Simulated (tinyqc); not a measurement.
Worked calculation: geometry optimisation on the UHF/sto-3g surface (energies and gradients from PySCF), for OH+, spin multiplicity 3. Computed by tinyqc, a small Python program that keeps every step (integrals from PySCF). Settings: charge = 1, multiplicity = 3, basis = sto-3g, optimiser = bfgs, first Hessian = 0.3, largest step = 0.1, iteration cap = 30. Command: `OMP_NUM_THREADS=1 python tinyqc.py 22941 22942 out.jsonl` (the two numbers bound the seeds that draw the settings). One thread of a shared host (Intel(R) Xeon(R) Processor @ 2.60GHz), about 0.4 s of CPU time with the checks.

## Step 1: energy and gradient

positions at the start (bohr):
```
         x       y       z
1O  0.0000  0.0000  0.0000
2H  0.0000  0.0000  1.6289
```

Self-consistent energy and analytic gradient at these positions.

energy = -73.989734 hartree

gradient (hartree/bohr):
```
           x         y          z
1O  0.000000  0.000000   0.353296
2H  0.000000  0.000000  -0.353296
```

## Step 1: move

Quasi-Newton step p = -H^(-1) g (first H = 0.3 times the unit matrix); steps longer than 0.1 bohr are cut back (factor 0.060 here).

positions after step 1 (bohr):
```
         x       y        z
1O  0.0000  0.0000  -0.0707
2H  0.0000  0.0000   1.6997
```

## Step 2: energy and gradient

As before.

energy = -74.026903 hartree

gradient (hartree/bohr):
```
           x         y          z
1O  0.000000  0.000000   0.183930
2H  0.000000  0.000000  -0.183930
```

## Step 2: move

inverse Hessian in use (bohr^2/hartree), lower triangle:
```
        1       2       3       4       5       6
1  3.3333
2  0.0000  3.3333
3  0.0000  0.0000  1.8754
4  0.0000  0.0000  0.0000  3.3333
5  0.0000  0.0000  0.0000  0.0000  3.3333
6  0.0000  0.0000  1.4579  0.0000  0.0000  1.8754
```

Quasi-Newton step p = -H^(-1) g (the inverse Hessian comes from BFGS updates; coordinates in the order x, y, z of each atom); steps longer than 0.1 bohr are cut back (factor 0.921 here).

positions after step 2 (bohr):
```
         x       y        z
1O  0.0000  0.0000  -0.1414
2H  0.0000  0.0000   1.7704
```

## Convergence

Stop when the largest gradient component is below 3e-5 hartree/bohr. The inverse Hessian follows the BFGS update with s = step, y = change of gradient.

Course of the optimisation:

| step | E (hartree) | largest gradient (hartree/bohr) |
|---|---|---|
| 1 | -73.989734 | 3.53e-01 |
| 2 | -74.026903 | 1.84e-01 |
| 3 | -74.044420 | 7.15e-02 |
| 4 | -74.048467 | 2.09e-02 |
| 5 | -74.048916 | 3.73e-03 |
| 6 | -74.048932 | 2.58e-04 |
| 7 | -74.048933 | 3.56e-06 |

Final distances (angstrom):

| pair | distance |
|---|---|
| 2H-1O | 1.0834 |

Converged in 7 steps.
